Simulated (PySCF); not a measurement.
Deuteron quadrupole couplings in (H3Si)2NH

(H3Si)2NH.
Z-matrix (Å and degrees, PBE0-D3(BJ)/def2-SVP geometry), rows numbered from 1:
```
Si
H   1  1.4969
H   1  1.4918  2  109.71
H   1  1.4982  2  106.98  3  -117.94
N   1  1.7408  2  111.18  3   118.50
Si  5  1.7410  1  129.33  2  -128.48
H   6  1.4970  5  111.13  1   129.08
H   6  1.4918  5  107.29  1     9.11
H   6  1.4982  5  112.85  1  -110.81
H   5  1.0176  1  115.31  2    55.89
```

Level: PBE0/pcSseg-1 (PySCF, non-relativistic); Q(2H) = 0.00286 b; rigid geometry, the same for H and D, with no vibrational averaging.

Give the electric field gradient Vzz (the principal value of largest size), its asymmetry and the 2H coupling at each hydrogen.

```tsv
atom	bonded to	bond length (Å)	Vzz (au)	η	χzz (kHz)
H2	Si1	1.497	0.1365	0.04	92
H3	Si1	1.492	0.1395	0.05	94
H4	Si1	1.498	0.1356	0.03	91
H7	Si6	1.497	0.1365	0.04	92
H8	Si6	1.492	0.1395	0.05	94
H9	Si6	1.498	0.1356	0.03	91
H10	N5	1.018	0.4056	0.17	273
```

Average by the element that carries the hydrogen.

on Si: 92 kHz over 6 positions, mean bond length 1.496 Å; on N: 273 kHz over 1 position, mean bond length 1.018 Å.

Give the 2H NMR doublet splittings at H3 for a magnetic field along the z, y and x axes of the gradient: 3χ/2, 3χ(1 + η)/4, 3χ(1 − η)/4.

With |χ| = 93.7 kHz and η = 0.051: 141, 74 and 67 kHz, to first order and without motion.

Geometry: PBE0-D3(BJ)/def2-SVP; no solvent, vibrations or thermal averaging. The basis is small and wasn't made for field gradients, so the couplings can be 20 % off.
